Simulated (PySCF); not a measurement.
Gas-phase reaction: 3 N + 3 SiH + HCl = SiH₂ClNH₂ + 2 SiN

Energies from PySCF, thermal terms from the rigid-rotor harmonic-oscillator model, ideal gas at 1 bar. † marks an energy on the PBE0/def2-TZVP geometry and frequencies; other levels use their own. Open shells (unrestricted): N (multiplicity 4), SiH (multiplicity 2, electronic degeneracy 4), SiN (multiplicity 2); the rest are closed-shell singlets. Spin-orbit splitting is ignored; it lowers the true energy and changes the entropy of SiH. B3LYP is the form with VWN-RPA correlation. SiH₂ClNH₂: computed as isolated molecules; such fragments, hydroxides, amides, oligomers or adducts are transient or little studied in the gas. The harmonic model lacks anharmonicity and excited electronic states, which grow with temperature; levels with a mode under 35 cm⁻¹ are left out. Internal rotation in SiH₂ClNH₂ is treated as a harmonic vibration of one conformer, which makes the entropy rough.

| level | ΔE electronic, kJ | ΔH°(298 K), kJ | ΔS°(298 K), J/K | ΔG°(800 K), kJ |
|---|---|---|---|---|
| B3LYP/def2-TZVP† | -1752 | -1694 | -515 | -1275 |
| M06-2X/def2-TZVP† | -1754 | -1697 | -515 | -1277 |
| PBE0/def2-SVP† | -1700 | -1642 | -515 | -1223 |
| PBE0/def2-TZVP | -1744 | -1687 | -515 | -1267 |
| LDA/def2-TZVP† | -2165 | -2108 | -515 | -1688 |
| ωB97M-V/def2-TZVP† | -1770 | -1712 | -515 | -1293 |
ΔH° is lowest at LDA/def2-TZVP† and highest at PBE0/def2-SVP†. No reference value is set beside these.
